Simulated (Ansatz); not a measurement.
```yaml
crystal:
  periodic: [false, false, false]
  atoms:
    - {symbol: Cr, position_ang: [0.000000, 0.000000, 0.000000]}
    - {symbol: N, position_ang: [0.000000, 0.000000, 2.100000]}
basis:
  gaussian: {orbitals: def2-TZVP}
magnetization: {spin_polarized: true, initial_magnetization: 5}
hamiltonian: {xc: pbe0}
relax: {f_tol: 0.004, max_steps: 80}
```

```sh
$ ansatz run in.yaml --threads 1 --pin off --events-out ev --progress --plain --max-ram 2176MiB
```

Steps of the relaxation (energy above the last step; positions in Å, forces in eV/Å):

```
2
step 1, 297.7 meV
Cr    0.000    0.000    0.000    0.000    0.000    1.761
N     0.000    0.000    2.100    0.000    0.000   -1.761
```

```
2
step 2, 99.8 meV
Cr    0.000    0.000    0.065    0.000    0.000    1.224
N     0.000    0.000    2.035    0.000    0.000   -1.224
```

```
2
step 3, 22.0 meV
Cr    0.000    0.000    0.106    0.000    0.000    0.647
N     0.000    0.000    1.994    0.000    0.000   -0.647
```

```
2
step 6, 0.0 meV
Cr    0.000    0.000    0.138    0.000    0.000    0.000
N     0.000    0.000    1.962    0.000    0.000    0.000
```

Close pairs at the end: Cr1–N2 1.824 Å.

A stationary point of unrestricted PBE0 after 6 steps, with ⟨S²⟩ = 9.349 against 8.75 for a pure state. 83 s on 1 thread of Intel Xeon Platinum 8259CL, shared host.
